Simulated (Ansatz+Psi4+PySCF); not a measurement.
A calculation with PySCF 2.14.0.

```python
from pyscf import gto, scf, mp

# the (T+d) and (D+d) sets load through basis_set_exchange
mol = gto.M(atom="""
Si -0.001500 0.002500 0.001000
F 1.506900 -0.469400 0.265400
F -0.536000 -1.182600 -0.935900
""", basis={'F': 'cc-pvtz', 'Si': 'cc-pv(t+d)z'}, charge=1, spin=1)
mf = scf.UHF(mol)
mf.kernel()
pt = mp.MP2(mf, frozen=7).run()
print(mf.e_tot, pt.e_corr, pt.e_tot)
```

The script is written out from the run's settings.

Output:

```
Converged                       : yes
Reference energy                : -487.62995 hartree
Correlation energy              : -0.57711 hartree
Total energy                    : -488.20706 hartree
Spin squared of the determinant : 0.755
```

Messages of the program:
```
WARN: HOMO -0.297333324599862 >= LUMO -0.297333324599862
WARN: HOMO -0.297333324599862 >= LUMO -0.297333324599862
```
